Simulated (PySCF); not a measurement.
## O: ionisation energy

O [He] 2s2 2p4 (3P) → O⁺ [He] 2s2 2p3 (4S), as a difference of total energies. Computed with PySCF 2.14 in aug-cc-pwCVDZ, with no relativity, point nucleus. Correlated levels: valence and next inner shell: nothing frozen. The calculations carry no spin-orbit coupling.

```
                                method  ionisation energy (eV)
                                   UHF                  12.049
    MP2 (valence and next inner shell)                  13.115
SCS-MP2 (valence and next inner shell)                  13.137
   CCSD (valence and next inner shell)                  13.130
CCSD(T) (valence and next inner shell)                  13.162
  CCSDT (valence and next inner shell)                  13.166
```

Q: How much does correlation contribute at CCSD(T) (valence and next inner shell)?

A: 13.162 − (12.049) = 1.113 eV, measured against UHF.

A first-order spin-orbit estimate (lowest level to lowest level, LS coupling) adds 0.009 eV.

Errors of the correlated levels include the incompleteness of this basis.

For comparison: 13.618 eV (measured; NIST Atomic Spectra Database, ionization energies).
